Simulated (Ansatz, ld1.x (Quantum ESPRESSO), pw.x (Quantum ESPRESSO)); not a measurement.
**Equation-of-state test of one TM potential (B)**

- Element: B (Z = 5)
- Generator: ld1.x (Quantum ESPRESSO) 7.5
- Type: norm-conserving Troullier–Martins (Kleinman–Bylander form)
- Functional: PBEsol
- Relativity: scalar-relativistic
- Frozen core: [He]
- Valence charge: 3
- Reference configuration: 2s2 2p1
- Partial waves: 2s (bound): rc 1.40 bohr; 3d channel at 0.35 Ry: rc 3.05 bohr; 2p (bound): rc 3.60 bohr
- Local potential: the p channel
- Core correction: Bessel-smoothed model core inside 0.75 bohr

Atomic tests: cutoffs needed: 21 Ry and 50 Ry (the cutoffs (Ry, on a coarse ladder) from which the occupation-weighted sum of valence levels, in a spherical-Bessel basis at the reference potential, stays within 10 and 1 mRy of its value at 400 Ry); ghost test: no extra level below or beside the all-electron valence levels (s, d, p, f tested) (spherical-Bessel basis up to 400 Ry, 20 bohr box); configuration tests: 1 of 7 tests not solved or not reliable.

Crystal test: bcc B in pw.x 7.5, no spin, 18³ k-points, Fermi–Dirac smearing 0.01 Ry, cutoffs 60/240 Ry. The lattice is a test structure that the element need not adopt, and mesh and smearing are coarse.

pw.x input:

```
&control
  calculation='scf', prefix='x', pseudo_dir='./', outdir='./tmp', tstress=.true., disk_io='none'
/
&system
  ibrav=0, nat=1, ntyp=1, ecutwfc=60, ecutrho=240, nbnd=8,
  occupations='smearing', smearing='fd', degauss=0.01
/
&electrons
  conv_thr=1e-09, mixing_beta=0.4, electron_maxstep=70
/
ATOMIC_SPECIES
B 1.0 B.UPF
CELL_PARAMETERS angstrom
  -1.15091295 1.15091295 1.15091295
  1.15091295 -1.15091295 1.15091295
  1.15091295 1.15091295 -1.15091295
ATOMIC_POSITIONS crystal
B 0.0000 0.0000 0.0000
K_POINTS automatic
18 18 18 0 0 0
```

```bash
pw.x < B.scf.in > B.scf.out
```

Q: How does the run end?

A: It converges; the pressure is 107.44 GPa against -1.07 GPa from all-electron LAPW. The largest radius (3.60 bohr) exceeds half the bond length (1.88 bohr), so the spheres overlap, which is one possible source of error among others. The free energy does not fall steadily as the cutoff rises, most likely since the density grid, which shrinks with it, is too coarse for the model core; the lower cutoffs are not converged. Atomic configuration tests: 1 of 7 tests not solved or not reliable. A pressure error of this size marks a broken potential; the numbers have no physical meaning. The log shows:

```
     using ibrav=0 with symmetry is DISCOURAGED, use correct ibrav instead
     lattice parameter (alat)  =       3.7671  a.u.
     unit-cell volume          =      41.1513 (a.u.)^3
     number of electrons       =         3.00
     number of Kohn-Sham states=            8
     kinetic-energy cutoff     =      60.0000  Ry
     charge density cutoff     =     240.0000  Ry
     scf convergence threshold =      1.0E-09
     Exchange-correlation= PBESOL
     number of k points=   195  Fermi-Dirac smearing, width (Ry)=  0.0100
     iteration #  1     ecut=    60.00 Ry     beta= 0.40
     total energy              =      -6.52137559 Ry
     estimated scf accuracy    <       0.00585042 Ry
     iteration #  2     ecut=    60.00 Ry     beta= 0.40
     total energy              =      -6.52056851 Ry
     estimated scf accuracy    <       0.00192026 Ry
     iteration #  3     ecut=    60.00 Ry     beta= 0.40
     total energy              =      -6.52062911 Ry
     estimated scf accuracy    <       0.00000255 Ry
     iteration #  4     ecut=    60.00 Ry     beta= 0.40
     total energy              =      -6.52062927 Ry
     estimated scf accuracy    <       0.00000001 Ry
     iteration #  5     ecut=    60.00 Ry     beta= 0.40
     total energy              =      -6.52062927 Ry
     estimated scf accuracy    <          3.2E-09 Ry
     iteration #  6     ecut=    60.00 Ry     beta= 0.40
     the Fermi energy is    15.6118 ev
!    total energy              =      -6.52062927 Ry
     estimated scf accuracy    <          5.5E-11 Ry
     smearing contrib. (-TS)   =      -0.00077890 Ry
     The total energy is F=E-TS. E is the sum of the following terms:
     one-electron contribution =       4.48331965 Ry
     hartree contribution      =       0.00659081 Ry
     xc contribution           =      -3.48000167 Ry
     ewald contribution        =      -7.52975916 Ry
     convergence has been achieved in   6 iterations
          total   stress  (Ry/bohr**3)                   (kbar)     P=     1074.44
     Message from routine punch:
     Nothing written, as per user request (disk_io='none')
```
